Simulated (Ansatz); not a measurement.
B₃H₉, relaxed as a singlet with RKS PBE-D4/def2-TZVP in Ansatz, starting from the GFN2-xTB geometry. Force threshold 0.02 eV/Å.

Start:

```xyz
12

B    -0.470    1.273    0.042
H    -0.072    2.027    0.850
H    -1.280    1.642   -0.723
H    -0.967    0.263    0.670
B    -0.614   -0.974    0.718
H    -1.488   -1.607    0.253
H    -0.279   -1.200    1.821
H     0.418   -1.132   -0.038
B     1.084   -0.298   -0.761
H     2.167   -0.231   -0.312
H     0.957   -0.628   -1.881
H     0.545    0.866   -0.639
```

Question: Estimate the energy that the relaxation releases and the steps that it takes.

Answer: 79.2 kJ/mol, in 10 steps; 7.5 s on 4 threads of Arm Neoverse V1 on a shared host. No frequencies were taken in this run, so the end may be a saddle point.

Question: Does the start keep its bonding and symmetry?

Answer: Bonds formed: B1–B5, B1–B9, B5–B9 (atoms count from 1). Point group D3h at the start, C3v at the end, both within 0.05 Å; within 0.015 Å the end is Cs.

Question: Predict the relaxed structure.

Answer: 
```xyz
12

B    -0.340    1.051    0.092
H     0.170    1.670    0.972
H    -1.155    1.650   -0.576
H    -1.299    0.195    0.373
B    -0.457   -0.779    0.643
H    -1.359   -1.547    0.385
H     0.007   -0.866    1.736
H     0.191   -1.301   -0.375
B     0.929   -0.229   -0.563
H     1.941   -0.107    0.052
H     1.046   -0.584   -1.717
H     0.326    0.846   -1.023
```
Bond lengths: 3 × B–B 1.91 to 1.92 Å; 12 × B–H 1.19 to 1.32 Å.
